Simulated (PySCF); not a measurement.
# Working with the constants of Li2

RHF-CCSD(T) constants of Li2, ¹Σg⁺ (singlet), closed shell (Li def2-SVPD; no relativity (PySCF 2.14); masses 7.0160 and 7.0160 u):

| Property | Result |
| --- | --- |
| ωe | 318.3 cm⁻¹ |
| ωexe | 2.24 cm⁻¹ |
| Be | 0.62229 cm⁻¹ |
| αe | 0.00606 cm⁻¹ |
| D (centrifugal) | 9.52e-06 cm⁻¹ |
| De to Li + Li | 0.89 eV |

(1) Estimate the standard entropy (1 bar) and heat capacity of the ideal gas at 500 K, rigid rotor with B0 and harmonic oscillator at the fundamental.

Measured values (Huber and Herzberg, Constants of Diatomic Molecules (1979)): ωe = 351.43 cm⁻¹, ωexe = 2.61 cm⁻¹, Be = 0.67264 cm⁻¹, αe = 0.00704 cm⁻¹.

Correlated steps freeze no core orbitals. Correlated levels converge slowly with the basis: in double zeta they bind strong bonds too weakly, by up to about 1 eV, and carry superposition errors of some tenths. Where the molecule has an RHF reference, its open-shell atoms are computed with UHF.

Results:

(1) Translation (Sackur–Tetrode, M = 14.03 u): 152.5 J/(mol K). Rotation: q = kT/(σB0) = 281 with σ = 2, 55.2. Vibration: x = hcν0/kT = 0.903, 9.44. S° = 217.2 J/(mol K); Cp = 7R/2 + 7.77 = 36.9 J/(mol K).
